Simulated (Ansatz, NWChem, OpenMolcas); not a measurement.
## Computed against measured: dipole moment

9 molecules holding an element from Na to Cl; the dipole moment in D, computed less measured. Shapes, held fixed at every level: PBE0-D4/def2-TZVP. No vibrational averaging. Dipoles are compared by magnitude; molecules under 1 D, whose direction can flip, are left out. Programs: Ansatz 0.2.0, NWChem 7.3.0, OpenMolcas 26.06. A level may come from different programs for different species; with the same settings they agree closely. Measured values: NIST CCCBDB.

Levels: A = HF/def2-SVP; B = r2SCAN-D4/def2-TZVPP; C = PBE0/def2-SVP; D = B3LYP-D4/def2-TZVPP.

```json
{"molecule": "HCl (hydrogen chloride)", "measured": "1.08", "A": "+0.33", "B": "+0.14", "C": "+0.29", "D": "+0.11"}
{"molecule": "SO2 (sulfur dioxide)", "measured": "1.63", "A": "+0.66", "B": "-0.05", "C": "+0.12", "D": "+0.10"}
{"molecule": "PF3 (phosphorus trifluoride)", "measured": "1.03", "A": "+0.52", "B": "-0.18", "C": "+0.07", "D": "+0.02"}
{"molecule": "CH3Cl (SMILES CCl)", "measured": "1.87", "A": "+0.22", "B": "+0.05", "C": "+0.01", "D": "+0.01"}
{"molecule": "CHCl2F (dichlorofluoromethane)", "measured": "1.29", "A": "+0.27", "B": "-0.06", "C": "+0.04", "D": "-0.04"}
{"molecule": "SCl2O2 (sulfuryl chloride)", "measured": "1.81", "A": "+0.48", "B": "-0.13", "C": "-0.18", "D": "+0.05"}
{"molecule": "SiH3Cl (chlorosilane)", "measured": "1.31", "A": "+0.26", "B": "-0.09", "C": "+0.06", "D": "-0.06"}
{"molecule": "SO2F2 (sulfuryl fluoride)", "measured": "1.12", "A": "+0.01", "B": "+0.02", "C": "-0.08", "D": "+0.01"}
{"molecule": "C2H6S (dimethyl sulfide)", "measured": "1.50", "A": "+0.16", "B": "+0.10", "C": "+0.07", "D": "+0.02"}
```

Question: Which level does best on this set, which worst, and which err to one side?

Answer: 
| level | kind | mean error | mean absolute error | worst case |
| --- | --- | --- | --- | --- |
| HF/def2-SVP | Hartree–Fock | +0.323 | 0.323 | SO2 |
| r2SCAN-D4/def2-TZVPP | meta-GGA | -0.022 | 0.091 | PF3 |
| PBE0/def2-SVP | global hybrid | +0.044 | 0.102 | HCl |
| B3LYP-D4/def2-TZVPP | global hybrid | +0.024 | 0.047 | HCl |

On this set B3LYP-D4/def2-TZVPP has the smallest mean absolute error and HF/def2-SVP the largest. HF/def2-SVP is too high in 9 of 9; PBE0/def2-SVP is too high in 7 of 9; B3LYP-D4/def2-TZVPP is too high in 7 of 9. The tabulated value of HCl is in doubt (older tables, estimates, or at odds with other calculations) and kept here. Over the 8 molecules whose values aren't doubted the mean absolute errors are A 0.323; B 0.085; C 0.079; D 0.039. The set is small.
